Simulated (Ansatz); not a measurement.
**Barium, bcc under LDA: testing the k-point mesh**

A convergence test of the k-point mesh. The geometry was relaxed under LDA beforehand and stays fixed; 7 values are run, from 2×2×2 to 14×14×14. Wanted are the values from which on the energy stays within 10 and 1 meV/atom, and the pressure within 0.5 GPa, of the last run. Within the series other settings stay, but some runs also write fields, which adds to their time. Spin polarisation is left out.

Computed with Ansatz 0.2.0 (DFT LDA, plane waves with PAW, scalar-relativistic, unless a step says otherwise).

## (1) The starting structure

It takes space group Im-3m (No. 229, cubic). Conventional cell: a = 4.758 Å, b = 4.758 Å, c = 4.758 Å, α = 90.00°, β = 90.00°, γ = 90.00°. Around Ba (site symmetry m-3m) lie 8 Ba at 4.12 Å.

Coordinates:

```
Ba
1.0
    -2.37894    2.37894    2.37894
     2.37894   -2.37894    2.37894
     2.37894    2.37894   -2.37894
Ba
1
Direct
  0.00000 0.00000 0.00000
```

## (2) k-mesh 2×2×2

The run at 2×2×2.

File input.yaml:

```yaml
crystal:
  lattice:
    - [-2.3789385306, 2.3789385306, 2.3789385306]
    - [2.3789385306, -2.3789385306, 2.3789385306]
    - [2.3789385306, 2.3789385306, -2.3789385306]
  atoms:
    - { symbol: Ba, position: [0.0, 0.0, 0.0] }
hamiltonian:
  xc: lda
  pseudopotentials:
    kind: paw
    azcp:
      Ba: "pseudopotentials/Ba.paw.azcp"
basis:
  ecutwfc: 420
  fft_grid_basis: typed
kpoints:
  mp_grid: { grid: [2, 2, 2], shift: [0, 0, 0] }
magnetization:
  spin_polarized: false
scf:
  occupations: { method: fermi_dirac, width: 0.1 }
  lower_state_search: "off"
output:
  stress: true
```

Command:

```sh
$ ansatz run input.yaml --threads 2 --pin off --max-ram 5120MiB --backend cpu --events-out ev --progress --plain --runs-dir out
```

## (3) k-mesh 3×3×3

The run at 3×3×3.

Edit input.yaml of step 2 so:

```diff
@@ -17,3 +17,3 @@
 kpoints:
-  mp_grid: { grid: [2, 2, 2], shift: [0, 0, 0] }
+  mp_grid: { grid: [3, 3, 3], shift: [0, 0, 0] }
 magnetization:
```

## (4) k-mesh 5×5×5

The run at 5×5×5.

Edit input.yaml of step 3 so:

```diff
@@ -17,3 +17,3 @@
 kpoints:
-  mp_grid: { grid: [3, 3, 3], shift: [0, 0, 0] }
+  mp_grid: { grid: [5, 5, 5], shift: [0, 0, 0] }
 magnetization:
```

## (5) k-mesh 6×6×6

The run at 6×6×6.

Edit input.yaml of step 4 so:

```diff
@@ -17,3 +17,3 @@
 kpoints:
-  mp_grid: { grid: [5, 5, 5], shift: [0, 0, 0] }
+  mp_grid: { grid: [6, 6, 6], shift: [0, 0, 0] }
 magnetization:
@@ -25 +25,5 @@
   stress: true
+  write_density: true
+  write_potential: true
+  elf: true
+  volumetric_format: npy
```

## (6) k-mesh 8×8×8

The run at 8×8×8.

Edit input.yaml of step 5 so:

```diff
@@ -17,3 +17,3 @@
 kpoints:
-  mp_grid: { grid: [6, 6, 6], shift: [0, 0, 0] }
+  mp_grid: { grid: [8, 8, 8], shift: [0, 0, 0] }
 magnetization:
```

## (7) k-mesh 10×10×10

The run at 10×10×10.

Edit input.yaml of step 6 so:

```diff
@@ -17,3 +17,3 @@
 kpoints:
-  mp_grid: { grid: [8, 8, 8], shift: [0, 0, 0] }
+  mp_grid: { grid: [10, 10, 10], shift: [0, 0, 0] }
 magnetization:
@@ -25,5 +25 @@
   stress: true
-  write_density: true
-  write_potential: true
-  elf: true
-  volumetric_format: npy
```

## (8) k-mesh 14×14×14

The run at 14×14×14.

Edit input.yaml of step 7 so:

```diff
@@ -17,3 +17,3 @@
 kpoints:
-  mp_grid: { grid: [10, 10, 10], shift: [0, 0, 0] }
+  mp_grid: { grid: [14, 14, 14], shift: [0, 0, 0] }
 magnetization:
```

(Steps that only read results are left out.)

Q: Predict the outcome of this session. Wanted: pressure at 14×14×14.

As calculated:

```
                                           quantity                        value
      E(σ → 0) stays within 10 meV/atom of 14×14×14                from 8×8×8 on
                   E(σ → 0) stays within 1 meV/atom  not reached before 14×14×14
                      pressure stays within 0.5 GPa                from 5×5×5 on
                               pressure at 14×14×14                     0.00 GPa
                    CPU time, dearest over cheapest                            7
energy of a separate run on a finer mesh (15×15×15)   0.0 meV/atom from 14×14×14
```

**Reading.** At 2×2×2 the energy differs by -926.8 meV/atom and the pressure by -5.7 GPa. Convergence in k is not monotonic; the energy swings about its limit. The energy has not settled to 1 meV/atom before the last mesh. Metals converge slowly, as the Fermi surface must be resolved. A run on a finer mesh agrees with the yardstick to 1 meV/atom. The cell taken over is 14 % smaller than the measured one (62.50 Å³/atom, COD), which weighs on all values here.
